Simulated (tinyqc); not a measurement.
Inside a calculation. Method: Pariser-Parr-Pople SCF with singles CI, for the molecule O=CC=C1C=C1 (SMILES; centres numbered as the heavy atoms are written). One step of it, computed by the program tinyqc.

Question. Iteration 2: orbitals and new P. Diagonalise F (the basis is taken as orthonormal) and form P = 2 sum c c over the lowest orbitals; 0.5 of the old P is kept.

F (eV), lower triangle:
```
           1O         2C         3C         4C         5C         6C
1O  -8.452576
2C  -5.825469  -3.341018
3C   0.673913  -4.333143  -5.937756
4C   0.506656  -0.258886  -4.953200  -6.371307
5C  -0.213459   0.178854   0.572405  -4.134076  -7.251705
6C  -0.228353   0.200631   0.572205  -4.130756  -5.451464  -7.238020
```

pi electrons, sum of z_r less the charge = 6

P after iteration 1, lower triangle:
```
           1O         2C         3C        4C        5C        6C
1O   1.365476
2C   0.818140   0.861598
3C  -0.248942   0.514314   1.303117
4C  -0.271755   0.098807   0.678662  0.848630
5C   0.154224  -0.100296  -0.238388  0.461813  0.811749
6C   0.154299  -0.100121  -0.238317  0.460997  0.810588  0.809430
```

Give: orbital energies; P after iteration 2.

Answer.

orbital energies (eV): -16.6185  -12.9087  -9.6464  -1.7936  -0.6807  3.0554

P after iteration 2, lower triangle:
```
         1O       2C       3C      4C      5C      6C
1O   1.4241
2C   0.8081   0.7842
3C  -0.2138   0.4981   1.2752
4C  -0.2657   0.1257   0.7105  0.8581
5C   0.1387  -0.1019  -0.2432  0.4376  0.8299
6C   0.1390  -0.1019  -0.2438  0.4366  0.8291  0.8284
```
